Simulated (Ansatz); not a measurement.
Consider the atomization: `[F][Mg][F]` → 2 F• + Mg (atom).

Isolated molecules relaxed with PBE0-D4/def2-TZVP in Ansatz; ΔE leaves out vibrations. CCSD(T)/CBS is the MP2 limit (def2-TZVPP, def2-QZVPP) plus CCSD(T) − MP2 in def2-TZVPP, frozen cores. This one scheme is used for every species, atoms too. No spin–orbit coupling; open shells (•) take unrestricted orbitals. Spin–orbit coupling would lower the free atoms: a little for F. For Mg outer-core shells are correlated without core-valence functions, so the limit isn't a true one: a few kJ/mol of doubt a bond, and 10 to 20 or more in all where bonds break to atoms.

```tsv
species	CCSD(T)/CBS(def2) energy (Eh)
`[F][Mg][F]`	-399.61583
F•	-99.66871
Mg (atom)	-199.88163
```

**Question.** Work out ΔE.

**Answer.** ΔE = 2 × (-99.66871) + (-199.88163) − (-399.61583) = 0.39678 Eh = +10.80 eV.

Largest T1 diagnostic among the species: 0.012.

From r2SCAN to r2SCAN0 (25 % exact exchange), in def2-TZVPP and without D4, ΔE moves by −0.47 eV: exact exchange takes away binding that semilocal exchange gives to molecules. Leaving LDA and LC-ωPBE aside and taking each functional with its dispersion term where it has one, the values, not all of them listed here, spread over 0.98 eV, from BHLYP-D4 to PBE-D4. LDA lies +1.31 eV from PBE without D4, its usual overbinding. The D4 term adds +0.04 eV with B3LYP and +0.02 eV with PBE0; it sums over pairs of atoms, weighted by their polarisabilities, and B3LYP, whose exchange is more repulsive, gets the larger term.

B3LYP here is the variant with VWN-RPA as its local correlation; programs differ in this.

For atomizations the MP2-based limit and the directly extrapolated one differ by several kJ/mol either way, and by 10 to 25 for some Ge, Se and Sn compounds, so smaller differences from it don't rank the levels.
